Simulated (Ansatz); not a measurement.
Worked example: the enthalpy of Li2 → 2 Li

Species: Li2 (lithium dimer), singlet; Li atom, doublet. 

Shapes, held fixed at every level: measured bond length. Programs: Ansatz 0.2.0. The zero-point and thermal terms to 298 K, harmonic and unscaled (5/2 RT less the spin-orbit lowering for atoms, PBE0/aug-cc-pVTZ), stand in the table.

At wB97X/aug-cc-pVTZ; 1 Eh = 2625.50 kJ/mol:

```
species  energy (Eh)  H(298 K) − E (kJ/mol)  tabulated ΔfH (kJ/mol)
    Li2   -14.997159                   11.7                  +215.9
     Li    -7.481323                    6.2                  +159.3
```

**Question.** Work out the reaction enthalpy at 298 K from the calculation and from the table of heats.

**Answer.** 
1. Electronic: 2 × (-7.481323) − [(-14.997159)] = 0.034513 Eh = +90.6 kJ/mol.
2. Zero-point and thermal: 2 × (6.2) − [(11.7)] = +0.7 kJ/mol.
3. Computed ΔH = +91.3 kJ/mol.
4. From the heats of formation (NIST-JANAF tables, tabulated atomic heats): 2 × (159.3) − [(215.9)] = +102.7 kJ/mol.
5. Computed less tabulated: -11.4 kJ/mol. Tabulated heats carry uncertainties of their own.

Open shells run unrestricted unless RO is named.
